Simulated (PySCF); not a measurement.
C₅H₉N.
Atom-mapped SMILES: `[CH3:1][C@H:2]1[CH:3]=[N:4][CH2:5][CH2:6]1` (hydrogens: H7, H8, H9 on C1; H10 on C2; H11 on C3; H12, H13 on C5; H14, H15 on C6)

All values: wB97X-D/def2-SVPD (PySCF, non-relativistic), on one gas-phase PBE0-D3(BJ)/def2-SVP geometry that isn't relaxed in the solvent. The solvent is an IEF-PCM continuum (cavity from Bondi-type radii × 1.2). The model holds no explicit solvent molecules, cavitation or dispersion.

Gas phase at wB97X-D/def2-SVPD: HOMO -9.26 eV, LUMO 1.77 eV, dipole 2.39 D.

What does the continuum do to the energy, the frontier levels and the dipole at wB97X-D/def2-SVPD in tetrahydrofuran and dichloromethane?

```json
{"solvent": "tetrahydrofuran", "ε": "7.426", "E(solvent) − E(gas) (kcal/mol)": "-3.89", "polarisation term (kcal/mol)": "-4.61", "distortion of the solute (kcal/mol)": "0.72", "HOMO (eV)": "-9.44", "LUMO (eV)": "1.76", "dipole (D)": "3.10"}
{"solvent": "dichloromethane", "ε": "8.93", "E(solvent) − E(gas) (kcal/mol)": "-4.05", "polarisation term (kcal/mol)": "-4.84", "distortion of the solute (kcal/mol)": "0.79", "HOMO (eV)": "-9.45", "LUMO (eV)": "1.75", "dipole (D)": "3.13"}
```

The polarisation term is half the interaction of the solute with the surface charges that it induces; the rest is the cost of distorting the solute's density. The sum is the electrostatic part of solvation alone. From tetrahydrofuran to dichloromethane the lowering changes by a factor 1.04, Onsager's factor (ε − 1)/(2ε + 1) by 1.04 and ε itself by 1.2.

Which radius a makes the point-dipole formula ΔE = −[(ε − 1)/(2ε + 1)]·μ²/a³ give the value in dichloromethane, with the gas-phase dipole?

μ = 0.939 au and |ΔE| = 0.00646 Eh give a = 2.04 Å; the farthest nucleus lies 2.71 Å from the centroid of the nuclei, so such a sphere wouldn't even hold the nuclei. The formula assumes a rigid point dipole at the centre of a sphere.

How does the static polarisability (wB97X-D/def2-SVPD, frozen core, with the continuum's full static response) change?

```json
{"medium": "gas", "isotropic (au)": "64.3", "principal values (au)": "53.5, 62.8, 76.6", "⟨r²⟩ of the electrons (bohr²)": "564.6"}
{"medium": "tetrahydrofuran", "isotropic (au)": "82.4", "principal values (au)": "69.7, 80.6, 97.0", "⟨r²⟩ of the electrons (bohr²)": "564.7"}
{"medium": "dichloromethane", "isotropic (au)": "83.3", "principal values (au)": "70.7, 81.4, 97.9", "⟨r²⟩ of the electrons (bohr²)": "564.7"}
```

The isotropic value in dichloromethane is 1.30 times the gas-phase one; no cavity-field correction is applied. ⟨r²⟩ is taken about the centre of nuclear charge.

wB97X-D is run here without its empirical dispersion term; that term would change no orbital, density or response property at a fixed geometry.
